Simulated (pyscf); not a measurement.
Optimised with ωB97X-D3(BJ)/def2-SVP in PySCF.

Question: Estimate the classical barrier height and the reaction energy of F–SiH₂–F + NH₂• → F–SiH•–F + NH₃ at ωB97M-D3(BJ)/def2-TZVP. The step runs on the doublet surface, breaks H–Si and forms H–N; take the separated reactants as zero.

Answer: ΔE‡ = 24.5 kJ/mol, ΔE = -54.4 kJ/mol. Zero-point energy shifts the barrier by +2.7 kJ/mol. It is a hydrogen abstraction, with an imaginary mode of 1151i cm⁻¹. This is the saddle that the search found; another between the same sides may lie lower. The angle at the transferred H is 149°.
